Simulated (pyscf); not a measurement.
Four-centre exchange: H₃Ge–AsH₂ + H₂O -> AsH₃ + HO–GeH₃

Gas phase, singlet surface, charge 0. Bonds broken: As1–Ge2, O8–H9. Bonds formed: As1–H9, Ge2–O8. Optimised with ωB97X-D3(BJ)/def2-SVP in PySCF.

Transition state (Å):

```xyz
10

As    -1.1985    -1.7980     0.0924
Ge     0.1122     0.8298     0.5294
H     -0.8429    -2.1172    -1.3551
H     -2.6964    -1.9302    -0.1518
H     -0.3188     0.6393     1.9752
H      0.5402     2.3055     0.3161
H      1.2297    -0.0483    -0.0301
O     -1.4700     1.1218    -0.6182
H     -1.6647     0.0600    -0.6174
H     -1.2927     1.4608    -1.5129
```

One imaginary mode, 514i cm⁻¹; descent along it reached the two sides named.

```csv
bond,change,reactant side (Å),saddle,product side
As1–Ge2,breaks,2.397,3.0,3.8
O8–H9,breaks,0.965,1.080,2.577
As1–H9,forms,4.0,2.043,1.517
Ge2–O8,forms,3.3,1.976,1.788
```

Electronic energies relative to the separated reactants (eV):

```json
[
 {"level": "ωB97X-D3(BJ)/def2-TZVP", "barrier": "1.85", "reaction energy": "+0.29", "reverse barrier": "1.56"},
 {"level": "PBE/def2-TZVP", "barrier": "1.52", "reaction energy": "+0.21", "reverse barrier": "1.32"},
 {"level": "r²SCAN/def2-TZVP", "barrier": "1.61", "reaction energy": "+0.15", "reverse barrier": "1.46"},
 {"level": "B3LYP-D3(BJ)/def2-TZVP", "barrier": "1.68", "reaction energy": "+0.16", "reverse barrier": "1.52"},
 {"level": "PBE0-D3(BJ)/def2-TZVP", "barrier": "1.64", "reaction energy": "+0.25", "reverse barrier": "1.39"},
 {"level": "M06-2X/def2-TZVP", "barrier": "1.57", "reaction energy": "+0.03", "reverse barrier": "1.54"},
 {"level": "ωB97M-D3(BJ)/def2-TZVP", "barrier": "1.73", "reaction energy": "+0.13", "reverse barrier": "1.60"},
 {"level": "HF/def2-TZVP", "barrier": "2.35", "reaction energy": "-0.04", "reverse barrier": "2.40"}
]
```

With ωB97M-D3(BJ)/def2-TZVP energies and thermal terms (ideal gas, 1 atm, RRHO with modes under 100 cm⁻¹ raised to 100, one conformer, R ln 2 for chiral ones without a mode under 150 cm⁻¹), in eV:

```csv
T (K),ΔH‡,ΔG‡,ΔH,ΔG
298,1.66,2.12,+0.06,+0.06
600,1.67,2.57,+0.04,+0.07
900,1.70,3.02,+0.04,+0.09
1200,1.73,3.46,+0.05,+0.10
```

One saddle was located; it need not be the lowest between these sides. Elements up to Kr have no core potential and no relativistic terms here.
